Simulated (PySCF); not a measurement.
**Working with the constants of SiB**

UHF-CCSD(T) constants of SiB, ⁴Σ⁻ (quartet), unpaired electrons σ ↑, π ↑↑ (PySCF, spin-free X2C with a Gaussian nucleus, basis sets Si jorge-DZP-DKH, B jorge-DZP-DKH; masses 27.9769 and 11.0093 u):

```
ωe              : 712.7 cm⁻¹
ωexe            : 4.99 cm⁻¹
Be              : 0.56096 cm⁻¹
αe              : 0.00544 cm⁻¹
D (centrifugal) : 1.39e-06 cm⁻¹
De to Si + B    : 2.89 eV
```

(1) Give the vibrational terms G(v) and spacings up to v = 6.

(2) How well does the Morse estimate ωe²/(4ωexe) reproduce De, and what is D0?

Correlated steps freeze 6 core orbitals. Correlated levels converge slowly with the basis: in double zeta they bind strong bonds too weakly, by up to about 1 eV, and carry superposition errors of some tenths. The CCSD T1 diagnostic is raised, a sign that a single reference may not be enough here. The state was picked by a PBE0 search and need not be the measured ground state.

Answers

(1) G(v) = ωe(v+½) − ωexe(v+½)².

```
v  G(v) (cm⁻¹)  G(v) − G(v−1)  Bv (cm⁻¹)
0        355.1                    0.5582
1       1057.8          702.7     0.5528
2       1750.6          692.7     0.5474
3       2433.3          682.8     0.5419
4       3106.1          672.8     0.5365
5       3768.9          662.8     0.5310
6       4421.7          652.8     0.5256
```

(2) It gives 3.16 eV, 109 % of the computed De. D0 = De − G(0) = 2.89 − 0.04 = 2.85 eV.
